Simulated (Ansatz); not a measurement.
# BCl⁺, quartet in 6-31G: errors against full CI

Geometry: that of the BCl⁺, doublet, kept fixed. The doublet lies 5.9 eV lower here.

```xyz
2

B     0.0000    0.0000    0.0000
Cl    0.0000    0.0000    1.5964
```

Basis 6-31G; Ansatz 0.2.0. Correlated methods freeze the noble-gas cores, which leaves 9 electrons in 16 orbitals. Prefix R: restricted or restricted open-shell reference; prefix U: unrestricted. Active spaces: valence = (9e, 8o) chosen from the atoms' valence shells.

Full CI is exact within this basis and frozen core; it isn't the basis-set limit. The frozen core follows each run's orbitals, which can shift R against U totals by a few meV.

For open shells CISD and CISDTQ are restricted-active-space CI with the open shells as a complete middle space. The determinant fills πx and πy unequally, so it is a mixture of Σ and Δ, which weighs on every level built on one determinant.

```
UHF ⟨S²⟩                          : 3.752
T1 diagnostic (RCCSD)             : 0.0156
largest doubles amplitude (RCCSD) : 0.310
T1 diagnostic (UCCSD)             : 0.0136
```

| level | E − E(RHF) (eV) |
| --- | --- |
| UHF | -0.0209 |
| RMP2 | -1.0635 |
| UMP2 | -1.0693 |
| RCCSD | -1.4158 |
| UCCSD | -1.4163 |
| RCCSD(T) | -1.4926 |
| UCCSD(T) | -1.4935 |

(1) Estimate how far full CI in 6-31G lies from RCCSD(T). The table doesn't fix it; the size of (T) and the diagnostics are the guide.

(1) Full CI in 6-31G lies 12.2 kJ/mol below RCCSD(T), which is 165 % of the (T) step (-7.4 kJ/mol). More than one determinant leads, and the rest is a large part of (T). The miss exceeds 1 kcal/mol.

The other levels:

```json
{"level": "CISD", "E − E(full CI) (kJ/mol)": "20.8", "share of correlation (%)": "86.69", "wall time": "0.66 s"}
{"level": "BCCD(T)", "E − E(full CI) (kJ/mol)": "12.2", "share of correlation (%)": "92.21", "wall time": "0.96 s"}
{"level": "RCCSDT*", "E − E(full CI) (kJ/mol)": "0.5", "share of correlation (%)": "99.65", "wall time": "–"}
{"level": "UCCSDT*", "E − E(full CI) (kJ/mol)": "0.5", "share of correlation (%)": "99.65", "wall time": "–"}
{"level": "CISDTQ", "E − E(full CI) (kJ/mol)": "0.4", "share of correlation (%)": "99.76", "wall time": "4.5 s"}
{"level": "RCCSDT(Q)*", "E − E(full CI) (kJ/mol)": "-0.1", "share of correlation (%)": "100.09", "wall time": "3.4 s"}
{"level": "UCCSDT(Q)*", "E − E(full CI) (kJ/mol)": "-0.2", "share of correlation (%)": "100.13", "wall time": "3.1 s"}
{"level": "RCCSDTQ*", "E − E(full CI) (kJ/mol)": "0.0", "share of correlation (%)": "100.02", "wall time": "26 s"}
{"level": "UCCSDTQ*", "E − E(full CI) (kJ/mol)": "0.0", "share of correlation (%)": "100.02", "wall time": "26 s"}
{"level": "CASSCF (valence space)", "E − E(full CI) (kJ/mol)": "82.2", "share of correlation (%)": "47.37", "wall time": "–"}
{"level": "NEVPT2 (valence space)", "E − E(full CI) (kJ/mol)": "22.1", "share of correlation (%)": "85.86", "wall time": "1.4 s"}
{"level": "MRCISD (valence space)", "E − E(full CI) (kJ/mol)": "1.8", "share of correlation (%)": "98.82", "wall time": "–"}
{"level": "MRCISD+Q (valence space)", "E − E(full CI) (kJ/mol)": "0.5", "share of correlation (%)": "99.68", "wall time": "2 s"}
```

An asterisk marks runs whose energy the program itself flagged as in doubt.

The correlation energy at full CI, counted from RHF, is -1.619 eV. That run took 12 s on 1 thread of Arm Neoverse V2, shared host over 1,120,064 determinants.

Times hold each run's SCF and search for its determinant on a shared host, so for small cases they say little of a method's own cost; they ran on 1 thread of Arm Neoverse V2.

The full-CI state has the irrep A1 of C2v, in the program's axes (one component, if the state is degenerate).

Natural occupations of full CI about the gap: 1.993 1.977 1.491 1.488 0.996 0.507 0.504 0.018 0.006 0.005; effectively unpaired electrons, Σ n²(2−n)², 3.30. No single determinant describes this state well, so single-reference rows can miss without a flag.
